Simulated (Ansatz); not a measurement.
# CH₂N+ (SMILES [CH+]=N): one structure at several levels

The atoms stand at a structure displaced at random from a GFN2-xTB minimum. How far do the functionals agree with CCSD(T) there?

The runs use Ansatz 0.2.0, Gaussian basis; single points in def2-TZVPP.

Cores are frozen in the correlated methods.

## Step 1: Where the work starts

SMILES `[CH+]=N`, 4 atoms, charge 1, spin multiplicity 1.

Atoms are counted from 1 here; the program's logs count them from 0.

Bond lengths: C1–N2 1.132 Å, C1–H3 1.072 Å, N2–H4 1.000 Å. Angles: N2–C1–H3 178.1°, C1–N2–H4 175.9°.

Coordinates:

```xyz
4

C     0.2419   -0.4109    0.2803
N    -0.2432    0.4442   -0.2811
H     0.7112   -1.2347    0.7800
H    -0.7121    1.2114   -0.7189
```

## Step 2: CCSD(T)/def2-TZVPP

The input, run/in.yaml:

```yaml
crystal:
  periodic: [false, false, false]
  atoms:
    - {symbol: C, position_ang: [0.241900, -0.410900, 0.280300]}
    - {symbol: N, position_ang: [-0.243200, 0.444200, -0.281100]}
    - {symbol: H, position_ang: [0.711200, -1.234700, 0.780000]}
    - {symbol: H, position_ang: [-0.712100, 1.211400, -0.718900]}
basis:
  gaussian: {orbitals: def2-TZVPP}
total_charge: 1
correlation: {method: ccsd_t}
output: {forces: true}
```

The command line of these runs was not kept.

## Step 3: PBE0-D4/def2-TZVPP

Changes to run/in.yaml since step 2:

```diff
@@ -10,3 +10,3 @@
 total_charge: 1
-correlation: {method: ccsd_t}
-output: {forces: true}
+hamiltonian: {xc: pbe0, dispersion: d4}
+output: {forces: true, orbitals: {seedname: orbitals}}
```

## Step 4: wB97M-V/def2-TZVPP

Changes to run/in.yaml since step 3:

```diff
@@ -10,3 +10,3 @@
 total_charge: 1
-hamiltonian: {xc: pbe0, dispersion: d4}
-output: {forces: true, orbitals: {seedname: orbitals}}
+hamiltonian: {xc: {name: wB97M-V}}
+output: {forces: true}
```

## Step 5: r2SCAN-D4/def2-TZVPP

Changes to run/in.yaml since step 4:

```diff
@@ -10,3 +10,3 @@
 total_charge: 1
-hamiltonian: {xc: {name: wB97M-V}}
+hamiltonian: {xc: r2scan, dispersion: d4}
 output: {forces: true}
```

## Step 6: PBE-D4/def2-TZVPP

Changes to run/in.yaml since step 5:

```diff
@@ -10,3 +10,3 @@
 total_charge: 1
-hamiltonian: {xc: r2scan, dispersion: d4}
+hamiltonian: {xc: pbe, dispersion: d4}
 output: {forces: true}
```

## Step 7: BLYP-D4/def2-TZVPP

Changes to run/in.yaml since step 6:

```diff
@@ -10,3 +10,3 @@
 total_charge: 1
-hamiltonian: {xc: pbe, dispersion: d4}
+hamiltonian: {xc: {name: BLYP}, dispersion: d4}
 output: {forces: true}
```

## Step 8: r2SCANh-D4/def2-TZVPP

Changes to run/in.yaml since step 7:

```diff
@@ -10,3 +10,3 @@
 total_charge: 1
-hamiltonian: {xc: {name: BLYP}, dispersion: d4}
+hamiltonian: {xc: {name: r2SCANh}, dispersion: d4}
 output: {forces: true}
```

(Steps that only read results are left out.)

Before running it: what results should come out? Wanted: energy less free atoms, CCSD(T)/def2-TZVPP; RMS force component; RMS force error; HOMO and LUMO, PBE0-D4; T1 diagnostic.

As calculated:

| quantity | value |
| --- | --- |
| energy less free atoms, CCSD(T)/def2-TZVPP | -688.1 kJ/mol |
| RMS force component | 0.316 to 0.492 eV/Å over the methods |
| RMS force error | PBE0-D4 0.649, wB97M-V 0.637, r2SCAN-D4 0.488, PBE-D4 0.185, BLYP-D4 0.166, r2SCANh-D4 0.645 eV/Å |
| HOMO and LUMO, PBE0-D4 | -19.68 and -8.19 eV |
| T1 diagnostic | 0.015 |

Against CCSD(T) the functionals' energies less atoms differ by -99.5 to -7.8 kJ/mol, PBE-D4 by -99.5 kJ/mol. The reference is not at the basis limit: in triple zeta CCSD(T) underbinds, which counts against methods that bind more; the gaps are no ranking. The forces of BLYP-D4 come nearest to CCSD(T), those of PBE0-D4 are farthest. Frozen-core CCSD(T) forces in triple zeta carry basis errors of their own, and this is one geometry, so small gaps rank nothing.
